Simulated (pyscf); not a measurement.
Single points on ωB97X-D3(BJ)/def2-SVP structures (PySCF, gas phase). Correlated levels are frozen-core, on RHF or UHF. ΔMP2 is the change of the MP2 total energy from the triple- to the quadruple-zeta basis.

SMILES: [InH2][Cl]
```xyz
4

Cl     1.2731     2.2795    -0.6677
In     0.1755     0.2575    -0.1735
H      0.4692    -0.2956     1.4171
H     -0.7466    -0.3435    -1.4813
```
Charge 0, spin multiplicity 1.

List the bond dissociation enthalpies at 298 K of Cl–InH₂ from CCSD(T)/def2-TZVPP + ΔMP2(QZVPP), from the weakest bond up.

H–In to [Cl–InH]• + H•: 70.1 kcal/mol; Cl–In to Cl• + InH₂•: 99.1 kcal/mol. Ring and multiple bonds, and those that leave no two simple radicals, are not listed. The radicals are drawn with the spin at the cut bond; how far it spreads was not checked. The CCSD(T) − MP2 part came from Ansatz, without density fitting, on the same reference. The frozen core leaves the outer d or s,p core shells of the metals and heavy elements correlated in the MP2 and CC values, and def2-TZVPP describes them poorly, which can shift differences by a few kcal/mol. Left out: the spin-orbit lowering of Cl. Elements past Kr carry the def2 core potentials, without spin-orbit coupling.
